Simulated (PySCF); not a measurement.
## Fluorine: a sound run and one with changed settings

Sound run: F [He] 2s2 2p5, F⁺ [He] 2s2 2p4. All numbers are calculated (PySCF 2.14, the spin-free X2C one-electron Hamiltonian (Gaussian nucleus), in cc-pVDZ-DK (3s2p1d, 14 functions)). In the sound run the correlated levels freeze 1s2. The sound run starts from symmetry-adapted Hartree-Fock orbitals and uses a fine grid where one is needed.

Changed run: basis STO-3G, all-electron and non-relativistic. This setting is unsound on purpose.

```
species  method  sound run (hartree)  changed run (hartree)  converged
      F     UHF            -99.46176              -97.98651        yes
      F     LDA            -99.14589              -97.58873        yes
      F    BP86            -99.80655              -98.26062        yes
      F     MP2            -99.60248              -97.98651        yes
     F⁺     UHF            -98.88758              -97.52349        yes
     F⁺     LDA            -98.49921              -97.07786        yes
     F⁺    BP86            -99.16437              -97.74571        yes
     F⁺     MP2            -98.98616              -97.52349        yes
```

Ionisation energy of F:

```
 method  sound run (eV)  changed run (eV)
    UHF          15.624            12.599
    LDA          17.597            13.901
   BP86          17.475            14.012
    MP2          16.771            12.599
SCS-MP2          16.730            12.599
```

A minimal basis cannot let orbitals breathe on ionisation and holds almost no correlation. The Hamiltonian changed with the basis, so the totals do not compare.

For comparison, NIST gives 17.423 eV between the lowest levels.
